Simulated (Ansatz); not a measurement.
# B2+ (sextet): from Hartree-Fock to the top rungs, def2-QZVPP

The task here is to estimate one member of a computed series from the others.

Computed with Ansatz 0.2.0, Gaussian basis. Level: def2-QZVPP, core rule «outside noble gas», up to 2 orbitals frozen.

The runs, in order: UHF; ROHF; CCSD(T) on UHF.

## The system

The geometry is a PBE0/def2-TZVP stationary point (not a proven minimum) of the parent state, kept for this charge and spin.

2 atoms, charge 1, spin multiplicity 6.

Atoms are counted from 1 here; the program's logs count them from 0.

Bond lengths: B1–B2 1.628 Å.

Set-up of the first run:

in.yaml reads:

```yaml
crystal:
  periodic: [false, false, false]
  atoms:
    - {symbol: B, position_ang: [0.000000, 0.000000, 0.000000]}
    - {symbol: B, position_ang: [0.000000, 0.000000, 1.628200]}
basis:
  gaussian: {orbitals: "def2-QZVPP.json"}
total_charge: 1
magnetization: {spin_polarized: true, initial_magnetization: 5}
hamiltonian: {xc: hf}
output: {orbitals: {seedname: orbitals}}
```

The run is started by

```console
> ansatz run in.yaml --threads 1 --pin off --events-out ev --progress --plain --max-ram 2393MiB
```

Steps of the session up to this table: UHF; ROHF; CCSD(T) on UHF.

One table of the session follows, with a row left open; its other results are not shown here.

```
  method  from UCCSD(T) (meV)
    ROHF              +1520.4
     UHF              +1519.1
    UMP2                    ?
   UCCSD                +40.0
UCCSD(T)                    0
```

Estimate the missing values for UMP2.

**Answer.** from UCCSD(T) (meV): +413.1. In the column «from UCCSD(T) (meV)» it lies between UCCSD (+40.0) and UHF (+1519.1).
